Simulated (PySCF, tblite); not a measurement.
# H₃O₂−, an ion with solvent molecules: NMR shifts, interaction energy, infrared bands, spin-spin couplings and core binding energies

One table from this session's results is given with a row withheld; the runs are named, their logs left out.

Computed with tblite 0.8.0 and PySCF 2.14.0; each step states its level. No surroundings beyond the atoms listed, unless a continuum is named. Atoms count from 0, parts from 1.

### The system as given

5 atoms, charge -1, multiplicity 1; geometry: rigid parts in contact. Parts: 1 = atoms 0–1, `[OH-]`, charge -1; 2 = atoms 2–4, `O`, charge 0.

The first run:

Job settings and geometry (Å):

```
{"job": {"kind": "dock", "xc": "GFN2-xTB", "basis": "xTB"}, "charge": -1, "multiplicity": 1, "parts": [{"atoms": "0-1", "charge": -1, "multiplicity": 1}, {"atoms": "2-4", "charge": 0, "multiplicity": 1}]}
O      0.489297    -0.003589    -0.009035
H     -0.489297     0.003589     0.009035
O     -1.072248    -1.708538     1.814030
H     -1.798822    -1.620914     1.193949
H     -0.349027    -1.173208     1.481668
```

With the program's defaults for keys left out, this is: GFN2-xTB search for minima from random contacts, gas phase.

Started as:

```
$ OMP_NUM_THREADS=1 python cluster_run.py task.json out
```

This one command runs all jobs of the session in turn.

Among the steps run: Docking the parts with GFN2-xTB; Relaxing the molecule at PBE0-D3(BJ)/def2-TZVPD; Nuclear shieldings: PBE0/aug-pcSseg-2; Coupled-cluster interaction energy: CCSD(T) and MP2.

One of the session's tables, all rows but one given; the rest of the session is left out.

It belongs to the step «Coupled-cluster interaction energy: CCSD(T) and MP2». 

```
                 method  interaction energy (kcal/mol)
         HF/aug-cc-pVDZ                         -50.58
        MP2/aug-cc-pVDZ                         -46.80
       CCSD/aug-cc-pVDZ                         -46.22
    CCSD(T)/aug-cc-pVDZ                         -45.93
         HF/aug-cc-pVQZ                         -51.55
        MP2/aug-cc-pVQZ                         -50.24
    SCS-MP2/aug-cc-pVQZ                              ?
      MP2, extrapolated                         -50.77
CCSD(T), limit estimate                         -49.89
```

**Question.** Estimate the row for SCS-MP2/aug-cc-pVQZ.

The run gave: interaction energy (kcal/mol): -48.38. In the column «interaction energy (kcal/mol)» it lies between CCSD(T), limit estimate (-49.89) and MP2/aug-cc-pVDZ (-46.80).

At this geometry H4 is shared between O2 (1.22 Å) and O0 (1.22 Å): a shared proton, so the energy depends on which part it is counted to.

Limits of these values: The interaction energy leaves out the deformation of the parts, 24.39 kcal/mol at MP2. So large a deformation means that a part is far from its own minimum, so a sum across the two methods would be rough.
